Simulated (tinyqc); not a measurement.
Inside a calculation. Method: CIS on RHF in the sto-3g basis, frozen core, for HF, spin multiplicity 1. Computed by tinyqc, a small Python program that keeps every step (integrals from PySCF). Settings: charge = 0, multiplicity = 1, basis = sto-3g, method = RHF, frozen orbitals = 1, energy threshold = 1e-10, iteration cap = 56, orthogonalisation = canonical, start = core, DIIS depth = 6. Command: `OMP_NUM_THREADS=1 python tinyqc.py 24376 24377 out.jsonl` (the two numbers bound the seeds that draw the settings). One thread of a shared host (Intel(R) Xeon(R) Processor @ 2.60GHz), about 0.05 s of CPU time with the checks. The early iterations of the SCF are left out here.

## One-electron integrals

Geometry (angstrom):
```
atom,x,y,z
F,0.000000,0.000000,0.000000
H,0.000000,0.000000,1.086000
```

Basis sto-3g: exponents (1/bohr^2) and contraction coefficients of normalised primitives:
```
element,l (shell),exponent,coefficient
F,s (1),166.679130,0.154329
F,s (1),30.360812,0.535328
F,s (1),8.216821,0.444635
F,s (2),6.464803,-0.099967
F,s (2),1.502281,0.399513
F,s (2),0.488588,0.700115
F,p (3),6.464803,0.155916
F,p (3),1.502281,0.607684
F,p (3),0.488588,0.391957
H,s (1),3.425251,0.154329
H,s (1),0.623914,0.535328
H,s (1),0.168855,0.444635
```

Overlap, kinetic and nuclear-attraction integrals over the contracted functions; the nuclear repulsion is the sum of Za Zb / Rab.

nuclear repulsion = 4.38544650 hartree

overlap S:
```
,1F 1s,1F 2s,1F 2px,1F 2py,1F 2pz,2H 1s
1F 1s,1.000000,0.237990,0.000000,0.000000,0.000000,0.033006
1F 2s,0.237990,1.000000,0.000000,0.000000,0.000000,0.343907
1F 2px,0.000000,0.000000,1.000000,0.000000,0.000000,0.000000
1F 2py,0.000000,0.000000,0.000000,1.000000,0.000000,0.000000
1F 2pz,0.000000,0.000000,0.000000,0.000000,1.000000,0.287874
2H 1s,0.033006,0.343907,0.000000,0.000000,0.287874,1.000000
```

kinetic energy T (hartree):
```
,1F 1s,1F 2s,1F 2px,1F 2py,1F 2pz,2H 1s
1F 1s,36.984577,-0.212858,0.000000,0.000000,0.000000,-0.007196
1F 2s,-0.212858,1.037995,0.000000,0.000000,0.000000,0.055629
1F 2px,0.000000,0.000000,3.248015,0.000000,0.000000,0.000000
1F 2py,0.000000,0.000000,0.000000,3.248015,0.000000,0.000000
1F 2pz,0.000000,0.000000,0.000000,0.000000,3.248015,0.159435
2H 1s,-0.007196,0.055629,0.000000,0.000000,0.159435,0.760032
```

nuclear attraction V (hartree):
```
,1F 1s,1F 2s,1F 2px,1F 2py,1F 2pz,2H 1s
1F 1s,-77.496851,-9.292774,0.000000,0.000000,-0.010735,-1.322238
1F 2s,-9.292774,-12.027475,0.000000,0.000000,-0.132346,-3.057764
1F 2px,0.000000,0.000000,-11.909386,0.000000,0.000000,0.000000
1F 2py,0.000000,0.000000,0.000000,-11.909386,0.000000,0.000000
1F 2pz,-0.010735,-0.132346,0.000000,0.000000,-11.985595,-2.233232
2H 1s,-1.322238,-3.057764,0.000000,0.000000,-2.233232,-5.515983
```

core Hamiltonian H = T + V (hartree):
```
,1F 1s,1F 2s,1F 2px,1F 2py,1F 2pz,2H 1s
1F 1s,-40.512275,-9.505632,0.000000,0.000000,-0.010735,-1.329434
1F 2s,-9.505632,-10.989480,0.000000,0.000000,-0.132346,-3.002135
1F 2px,0.000000,0.000000,-8.661371,0.000000,0.000000,0.000000
1F 2py,0.000000,0.000000,0.000000,-8.661371,0.000000,0.000000
1F 2pz,-0.010735,-0.132346,0.000000,0.000000,-8.737580,-2.073797
2H 1s,-1.329434,-3.002135,0.000000,0.000000,-2.073797,-4.755951
```

## Two-electron integrals

Functions are numbered as in S; the eight-fold symmetry (ij|kl) = (ji|kl) = (kl|ij) leaves the list below.

Two-electron integrals (ij|kl) in chemists' order, unique and non-zero (hartree):
```
i,j,k,l,(ij|kl)
1,1,1,1,5.403501
2,1,1,1,0.841920
2,1,2,1,0.156299
2,2,1,1,1.268028
2,2,2,1,0.292344
2,2,2,2,0.926167
3,1,3,1,0.027998
3,2,3,1,0.043169
3,2,3,2,0.204588
3,3,1,1,1.264502
3,3,2,1,0.292403
3,3,2,2,0.925959
3,3,3,3,0.997514
4,1,4,1,0.027998
4,2,4,1,0.043169
4,2,4,2,0.204588
4,3,4,3,0.053770
4,4,1,1,1.264502
4,4,2,1,0.292403
4,4,2,2,0.925959
4,4,3,3,0.889973
4,4,4,4,0.997514
5,1,5,1,0.027998
5,2,5,1,0.043169
5,2,5,2,0.204588
5,3,5,3,0.053770
5,4,5,4,0.053770
5,5,1,1,1.264502
5,5,2,1,0.292403
5,5,2,2,0.925959
5,5,3,3,0.889973
5,5,4,4,0.889973
5,5,5,5,0.997514
6,1,1,1,0.118317
6,1,2,1,0.021788
6,1,2,2,0.040521
6,1,3,3,0.040458
6,1,4,4,0.040458
6,1,5,1,0.000891
6,1,5,2,0.001676
6,1,5,5,0.040653
6,1,6,1,0.003068
6,2,1,1,0.308963
6,2,2,1,0.072228
6,2,2,2,0.256394
6,2,3,3,0.252587
6,2,4,4,0.252587
6,2,5,1,0.004929
6,2,5,2,0.038945
6,2,5,5,0.263754
6,2,6,1,0.010224
6,2,6,2,0.088423
6,3,3,1,0.007448
6,3,3,2,0.044560
6,3,5,3,0.008135
6,3,6,3,0.012917
6,4,4,1,0.007448
6,4,4,2,0.044560
6,4,5,4,0.008135
6,4,6,4,0.012917
6,5,1,1,0.214193
6,5,2,1,0.050703
6,5,2,2,0.192648
6,5,3,3,0.184490
6,5,4,4,0.184490
6,5,5,1,0.010468
6,5,5,2,0.072207
6,5,5,5,0.208742
6,5,6,1,0.007468
6,5,6,2,0.081532
6,5,6,5,0.087545
6,6,1,1,0.476285
6,6,2,1,0.113161
6,6,2,2,0.463935
6,6,3,3,0.448485
6,6,4,4,0.448485
6,6,5,1,0.009379
6,6,5,2,0.105187
6,6,5,5,0.494333
6,6,6,1,0.016107
6,6,6,2,0.208317
6,6,6,5,0.223420
6,6,6,6,0.774606
```

## Orthogonalisation

S = U s U^T; canonical form X = U s^(-1/2), so that X^T S X = 1. Each column of U has its largest component positive (the first on a tie).

eigenvalues of S: 0.523728  0.846858  1.000000  1.000000  1.128462  1.500952

X:
```
,1,2,3,4,5,6
1F 1s,0.349789,0.734761,0.000000,0.000000,-0.575637,0.264240
1F 2s,-0.824867,-0.428767,0.000000,0.000000,-0.347938,0.483825
1F 2px,0.000000,0.000000,0.159327,0.987226,0.000000,0.000000
1F 2py,0.000000,0.000000,0.987226,-0.159327,0.000000,0.000000
1F 2pz,-0.544162,0.596902,0.000000,0.000000,0.601426,0.299915
2H 1s,0.900288,-0.317538,0.000000,0.000000,0.268383,0.521906
```

Within a degenerate level the vectors are fixed only up to a rotation; this is one choice.

## Iteration 7 (converged): orbitals

converged F (hartree):
```
,1F 1s,1F 2s,1F 2px,1F 2py,1F 2pz,2H 1s
1F 1s,-25.905771,-6.624047,0.000000,0.000000,-0.019006,-0.935765
1F 2s,-6.624047,-3.026408,0.000000,0.000000,-0.050461,-0.851503
1F 2px,0.000000,0.000000,-0.462012,0.000000,0.000000,0.000000
1F 2py,0.000000,0.000000,0.000000,-0.462012,0.000000,0.000000
1F 2pz,-0.019006,-0.050461,0.000000,0.000000,-0.271395,-0.498179
2H 1s,-0.935765,-0.851503,0.000000,0.000000,-0.498179,-0.403678
```

Diagonalise F' = X^T F X, C = X C', fill 5 alpha and 5 beta electrons from the bottom; D = 2 C_occ C_occ^T. Each column has its largest component positive (the first on a tie).

F' = X^T F X (hartree):
```
,1,2,3,4,5,6
1,-0.688536,-3.263227,0.000000,0.000000,2.660666,-1.373520
2,-3.263227,-10.103117,0.000000,0.000000,10.186287,-6.069865
3,0.000000,0.000000,-0.462012,0.000000,0.000000,0.000000
4,0.000000,0.000000,0.000000,-0.462012,0.000000,0.000000
5,2.660666,10.186287,0.000000,0.000000,-11.409485,6.851450
6,-1.373520,-6.069865,0.000000,0.000000,6.851450,-5.207076
```

orbital energies (hartree): MO1 -25.915245, MO2 -1.432167, MO3 -0.532902, MO4 -0.462012, MO5 -0.462012, MO6 0.472101

coefficients C:
```
,MO1,MO2,MO3,MO4,MO5,MO6
1F 1s,0.994876,-0.254926,0.064539,0.000000,0.000000,0.066900
1F 2s,0.021293,0.975260,-0.334312,0.000000,0.000000,-0.395023
1F 2px,0.000000,0.000000,0.000000,-0.625632,0.780118,0.000000
1F 2py,0.000000,0.000000,0.000000,0.780118,0.625632,0.000000
1F 2pz,0.001895,0.047408,0.688961,0.000000,0.000000,-0.791927
2H 1s,-0.004110,0.124126,0.567947,0.000000,0.000000,0.958006
```

D after iteration 7:
```
,1F 1s,1F 2s,1F 2px,1F 2py,1F 2pz,2H 1s
1F 1s,2.117860,-0.498023,0.000000,0.000000,0.068529,0.001846
1F 2s,-0.498023,2.126702,0.000000,0.000000,-0.368105,-0.137807
1F 2px,0.000000,0.000000,2.000000,0.000000,0.000000,0.000000
1F 2py,0.000000,0.000000,0.000000,2.000000,0.000000,0.000000
1F 2pz,0.068529,-0.368105,0.000000,0.000000,0.953836,0.794339
2H 1s,0.001846,-0.137807,0.000000,0.000000,0.794339,0.675975
```

Within a degenerate level the vectors are fixed only up to a rotation; this is one choice.

## Convergence

Stop when the energy changes by less than 1e-10 hartree and every element of the error matrix X^T (F D S - S D F) X is below 3e-06.

Course of the cycle:
```
iteration,E (hartree),change,largest element of the error matrix
1,-97.86659471,-,6.20e-01
2,-98.54991874,-6.83e-01,1.05e-01
3,-98.55549926,-5.58e-03,1.27e-02
4,-98.55556974,-7.05e-05,1.32e-03
5,-98.55557072,-9.73e-07,1.99e-05
6,-98.55557072,-1.89e-10,8.68e-08
7,-98.55557072,-2.84e-14,4.37e-08
```

PySCF RHF in the same basis = -98.55557072 hartree

Converged in 7 iterations.

## Integrals over molecular orbitals

(pq|rs) = sum C_ip C_jq C_kr C_ls (ij|kl), one index at a time.

one-electron integrals over orbitals h = C^T H C (hartree):
```
,1,2,3,4,5,6
1,-40.494592,0.714334,-0.171620,0.000000,0.000000,-0.182518
2,0.714334,-9.130686,0.545849,0.000000,0.000000,0.977770
3,-0.171620,0.545849,-7.188659,0.000000,0.000000,2.075660
4,0.000000,0.000000,0.000000,-8.661371,0.000000,0.000000
5,0.000000,0.000000,0.000000,0.000000,-8.661371,0.000000
6,-0.182518,0.977770,2.075660,0.000000,0.000000,-6.071591
```

Two-electron integrals over orbitals (pq|rs), unique and non-zero (hartree); the lowest 1 orbital is frozen and left out:
```
p,q,r,s,(pq|rs)
2,2,2,2,0.862772
3,2,2,2,-0.037676
3,2,3,2,0.147912
3,3,2,2,0.724283
3,3,3,2,-0.028801
3,3,3,3,0.717003
4,2,4,2,0.185677
4,3,4,2,-0.035373
4,3,4,3,0.040800
4,4,2,2,0.887168
4,4,3,2,-0.074059
4,4,3,3,0.714671
4,4,4,4,0.997514
5,2,5,2,0.185677
5,3,5,2,-0.035373
5,3,5,3,0.040800
5,4,5,4,0.053770
5,5,2,2,0.887168
5,5,3,2,-0.074059
5,5,3,3,0.714671
5,5,4,4,0.889973
5,5,5,5,0.997514
6,2,2,2,-0.107571
6,2,3,2,-0.063237
6,2,3,3,-0.027662
6,2,4,4,-0.105543
6,2,5,5,-0.105543
6,2,6,2,0.093171
6,3,2,2,-0.203569
6,3,3,2,0.090457
6,3,3,3,-0.107400
6,3,4,4,-0.222544
6,3,5,5,-0.222544
6,3,6,2,0.047161
6,3,6,3,0.205829
6,4,4,2,-0.035353
6,4,4,3,-0.019051
6,4,6,4,0.030229
6,5,5,2,-0.035353
6,5,5,3,-0.019051
6,5,6,5,0.030229
6,6,2,2,0.659779
6,6,3,2,0.058036
6,6,3,3,0.662261
6,6,4,4,0.638524
6,6,5,5,0.638524
6,6,6,2,-0.060914
6,6,6,3,-0.020419
6,6,6,6,0.696547
```

## CIS matrix, singlets

A(ia,jb) = (e_a - e_i) d_ij d_ab + 2 (ia|jb) - (ij|ab).

CIS matrix A, singlet (hartree):
```
,2>6,3>6,4>6,5>6
2>6,1.430829,0.036286,0.000000,0.000000
3>6,0.036286,0.754400,0.000000,0.000000
4>6,0.000000,0.000000,0.356047,0.000000
5>6,0.000000,0.000000,0.000000,0.356047
```

## CIS singlet states

dipole integrals <i|r|a> (bohr):
```
,x,y,z
2>6,0.000000,0.000000,0.010219
3>6,0.000000,0.000000,1.064435
4>6,0.012394,-0.015455,0.000000
5>6,-0.015455,-0.012394,0.000000
```

Diagonalise A (1 hartree = 27.211386 eV); each vector has its largest component positive (the first on a tie). The transition dipole is mu = sqrt2 sum c_ia <i|r|a>.

singlet excitation energies (eV): 9.688536  9.688536  20.475459  38.987667

lowest vectors:
```
,state 1,state 2,state 3,state 4
2>6,0.000000,0.000000,-0.053414,0.998572
3>6,0.000000,0.000000,0.998572,0.053414
4>6,-0.175350,0.984506,0.000000,0.000000
5>6,0.984506,0.175350,0.000000,0.000000
```

oscillator strengths 2/3 w |mu|^2: 0.000186  0.000186  1.132329  0.008591

Within a degenerate level the vectors are fixed only up to a rotation; this is one choice.

## CIS matrix, triplets

A(ia,jb) = (e_a - e_i) d_ij d_ab - (ij|ab).

CIS matrix A, triplet (hartree):
```
,2>6,3>6,4>6,5>6
2>6,1.244488,-0.058036,0.000000,0.000000
3>6,-0.058036,0.342742,0.000000,0.000000
4>6,0.000000,0.000000,0.295589,0.000000
5>6,0.000000,0.000000,0.000000,0.295589
```

## CIS triplet states

Diagonalise A (1 hartree = 27.211386 eV); each vector has its largest component positive (the first on a tie).

triplet excitation energies (eV): 8.043381  8.043381  9.225264  33.965473

lowest vectors:
```
,state 1,state 2,state 3,state 4
2>6,0.000000,0.000000,0.063963,0.997952
3>6,0.000000,0.000000,0.997952,-0.063963
4>6,0.213679,0.976904,0.000000,0.000000
5>6,0.976904,-0.213679,0.000000,0.000000
```

Within a degenerate level the vectors are fixed only up to a rotation; this is one choice.
